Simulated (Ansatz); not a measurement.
**Al2H2 (H-bridged), singlet: vertical spin and charge gaps**

Geometry (PBE0/def2-TZVP stationary point for this spin, not checked as a minimum):

```yaml
atoms:
  - { symbol: Al, position_ang: [0.0000, 0.0925, 1.2647] }
  - { symbol: Al, position_ang: [0.0000, -0.0193, -1.3669] }
  - { symbol: H, position_ang: [0.0000, -0.6882, 2.6804] }
  - { symbol: H, position_ang: [0.0000, -1.2711, 0.0548] }
```

Basis cc-pVDZ; Ansatz 0.2.0. Only valence electrons are correlated (noble-gas cores frozen). Prefix R: restricted or restricted open-shell reference; prefix U: unrestricted. Active spaces: valence = (8e, 10o) chosen from the atoms' valence shells.

Gaps are energies of the second state less the first, at fixed atoms, for a selection of the levels run; each method lands on the state that its own search finds for that charge and spin.

Unrestricted rows (U, and Kohn–Sham where it breaks symmetry) aren't spin-pure: their determinants' ⟨S²⟩ exceeds S(S+1) by up to 0.51, so they mix in states of higher spin. A value is left out where its run failed or describes another state than the reference as far as symmetry and spin tell, or, spin-broken singlets apart, can't be checked.

**Question.** PBE gives 0.716 eV for triplet less singlet. Estimate what UCCSDTQ gives in cc-pVDZ.

**Answer.** UCCSDTQ in cc-pVDZ gives 0.894 eV, so against it PBE is off by -0.178 eV.

```
                   level  gap (eV)  error (meV)  ⟨S²⟩ where 0.1 over S(S+1) (first / second)
                     RHF     0.559         -335                                        – / –
                     UHF     0.552         -342                                     0.51 / –
                    RMP2     0.857          -37                                        – / –
                    UMP2     0.680         -214                                     0.51 / –
                    CISD     0.841          -53                                        – / –
                   RCCSD     0.913           19                                        – / –
                   UCCSD     0.898            4                                     0.51 / –
                RCCSD(T)     0.909           15                                        – / –
                UCCSD(T)     0.901            7                                     0.51 / –
                 BCCD(T)     0.908           14                                        – / –
                  RCCSDT     0.893           -1                                        – / –
                  UCCSDT     0.892           -2                                     0.51 / –
               RCCSDT(Q)     0.894            0                                        – / –
               UCCSDT(Q)     0.893           -1                                     0.51 / –
                 RCCSDTQ     0.894            0                                        – / –
  CASSCF (valence space)     0.863          -31                                        – / –
  NEVPT2 (valence space)     0.891           -3                                        – / –
  MRCISD (valence space)     0.907           13                                        – / –
MRCISD+Q (valence space)     0.905           11                                        – / –
                  r2SCAN     0.556         -338                                     0.30 / –
                    PBE0     0.742         -152                                        – / –
                   B3LYP     0.935           41                                        – / –
                 wB97M-V     1.115          221                                        – / –
                  B2PLYP     0.945           51                                        – / –
                 RPA-PBE     0.918           24                                        – / –
```

Removing an electron, to the doublet: 7.411 eV at UCCSDTQ.

```tsv
level	gap (eV)	error (meV)	⟨S²⟩ where 0.1 over S(S+1) (first / second)
UHF	6.553	-858	0.51 / 0.88
UMP2	7.108	-303	0.51 / 0.88
UCCSD	7.343	-68	0.51 / 0.88
BCCD(T)	7.403	-8	– / –
RCCSDTQ	7.412	1	– / –
CASSCF (valence space)	6.793	-618	– / –
NEVPT2 (valence space)	7.227	-184	– / –
MRCISD+Q (valence space)	7.419	8	– / –
r2SCAN	7.394	-17	0.30 / –
B3LYP	7.486	75	– / –
```

In so small a basis the reference is far from its limit while semilocal and hybrid functionals are nearer theirs (RPA and double hybrids share much of the reference's basis error), so the functionals' errors here hold much of the reference's basis and frozen-core error, which can add to them or hide them.

Full CI isn't at hand for all of this; UCCSDTQ serves as the reference, and is uncertain by about the last step of the cluster series. The frozen core follows each run's orbitals, which can shift R against U totals by a few meV.
